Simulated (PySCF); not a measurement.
Gas-phase reaction: H2S + 2 SF3 + 3 SO2 → 2 HSO3F + 4 SF

Method: PySCF energies plus ideal-gas RRHO corrections (1 bar). The comparison is the NASA 1993 polynomial table, which mixes measured and estimated data. After a fit of one offset per element over all species, the range-separated, M06-2X, PBE0/def2-QZVP and CCSD(T)/def2-TZVPP enthalpies, where run, lie to one side of the table for SF3 (+47 kJ/mol): a fault of the table's entry, another state or a shared error of the levels is possible; this was not checked at source. † marks an energy on the PBE0/def2-TZVP geometry and frequencies; other levels use their own. MP2 and CCSD(T) freeze the core. 6-31G* has spherical d functions here. Open shells (unrestricted): SF3 (multiplicity 2), SF (multiplicity 2); the rest are closed-shell singlets. Spin-orbit splitting is ignored; it lowers the true energy and changes the entropy of SF. For this reaction the table lies outside the span of B3LYP, CCSD(T), M06-2X, MP2, PBE0, r2SCAN, ωB97M-V, ωB97X-V in their largest bases here; which side is off was not settled. MP2 isn't extrapolated to the basis-set limit. CCSD(T) isn't extrapolated to the basis-set limit. The table's entry may be an old estimate for SF3, HSO3F, SF (not checked at source). Warning, large T1 diagnostic: SO2 (CCSD(T)/def2-SVP†, CCSD(T)/def2-TZVPP†).

```json
[
 {"level": "table", "ΔH°(298 K), kJ": "462.7"},
 {"level": "CCSD(T)/def2-SVP†", "ΔH°(298 K), kJ": "[?]"},
 {"level": "CCSD(T)/def2-TZVPP†", "ΔH°(298 K), kJ": "[?]"},
 {"level": "HF/6-31G*", "ΔH°(298 K), kJ": "[?]"},
 {"level": "MP2/def2-TZVPP†", "ΔH°(298 K), kJ": "[?]"},
 {"level": "PBE0/def2-QZVP†", "ΔH°(298 K), kJ": "314.4"},
 {"level": "PBE0/def2-TZVP", "ΔH°(298 K), kJ": "305.2"},
 {"level": "r2SCAN/def2-TZVP†", "ΔH°(298 K), kJ": "367.1"},
 {"level": "LDA/def2-TZVP†", "ΔH°(298 K), kJ": "449.5"},
 {"level": "ωB97M-V/def2-TZVP†", "ΔH°(298 K), kJ": "317.0"}
]
```

**Question.** Some entries are withheld; supply them.

**Answer.** 
- CCSD(T)/def2-SVP†, ΔH°(298 K), kJ: 272.4
- CCSD(T)/def2-TZVPP†, ΔH°(298 K), kJ: 293.1
- HF/6-31G*, ΔH°(298 K), kJ: -82.0
- MP2/def2-TZVPP†, ΔH°(298 K), kJ: 355.2
